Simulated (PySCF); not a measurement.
Compound: lithium sodium, NaLi.
Cartesian coordinates in Å at the PBE0-D3(BJ)/def2-TZVP level; atoms count from 1:
```xyz
2
NaLi angstrom
Li     1.472   -0.035    0.003
Na    -1.455    0.006   -0.016
```

The calculation used PySCF 2.14.0, density-fitted response routines, TDDFT CAM-B3LYP/aug-cc-pVTZ, vertical, gas phase, core orbitals frozen in the response. Geometry: PBE0-D3(BJ)/def2-TZVP; no solvent, vibrations or thermal averaging.

Ground-to-excited transition dipoles (e·a0, same axes as the geometry; the sign carries no meaning), for the states with f of 0.002 or more among the lowest 9:

```
state  E (eV)      μx      μy      μz
   S1   2.056   3.226  -0.046   0.021
   S2   2.602   0.040   2.811   0.095
   S3   2.602   0.020   0.095  -2.812
   S4   2.976  -0.542   0.011  -0.004
   S5   3.270  -0.005  -0.348  -0.011
   S6   3.271  -0.003  -0.011   0.341
   S8   3.629  -0.363   0.052  -0.005
   S9   3.767  -0.046  -0.618  -0.028
```

Problem. Work out the oscillator strengths.

Solution. f = (2/3) ΔE |μ|² with ΔE in hartree (27.2114 eV).

```
state  |μ|² (au)  |μ| (D)      f
   S1     10.412     8.20  0.524
   S2      7.914     7.15  0.504
   S3      7.919     7.15  0.505
   S4      0.294     1.38  0.021
   S5      0.121     0.88  0.010
   S6      0.116     0.87  0.009
   S8      0.135     0.93  0.012
   S9      0.384     1.58  0.035
```

Problem. What angle do the transition dipoles of S1 and S8 make?

Solution. |cos θ| = |μa·μb| / (|μa| |μb|) = 0.99, so θ ≈ 7° (taken between 0 and 90°, since the signs are arbitrary).

Problem. How is the summed strength of these states shared among x, y and z?

Solution. (2/3) Σ ΔE μα² gives 0.558 for x, 0.550 for y and 0.514 for z, 1.622 in all.

Problem. What peak molar absorption coefficient would the strongest computed level give as a lone Gaussian band 0.4 eV wide at half height?

Solution. ε(max) = 2.175×10⁸ f / FWHM, with the width in cm⁻¹. S2/S3 (f summed): 2.175×10⁸ × 1.0093 / 3226 ≈ 68000 L mol⁻¹ cm⁻¹.

S2/S3 and S5/S6 coincide within about 0.01 eV; within a degenerate level the directions of the single components are arbitrary.
